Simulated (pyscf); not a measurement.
Thermochemistry of product channels of methylsilane (H₃C–SiH₃) on the singlet surface, in kcal/mol, from ωB97M-D3(BJ)/def2-TZVP energies (ideal gas, 1 atm, RRHO with modes under 100 cm⁻¹ raised to 100, one conformer, R ln 2 for rigid chiral ones). Optimised with ωB97X-D3(BJ)/def2-SVP in PySCF.

```csv
products,ΔE,ΔH(298 K),ΔG(600 K),ΔG(900 K)
H₂C=SiH₂ + hydrogen (H₂),+59.7,+54.6,+36.9,+27.5
H₃C–SiH: [singlet] + hydrogen (H₂),+59.7,+55.8,+35.9,+25.4
```

These are energies of the channels, which say nothing of barriers.
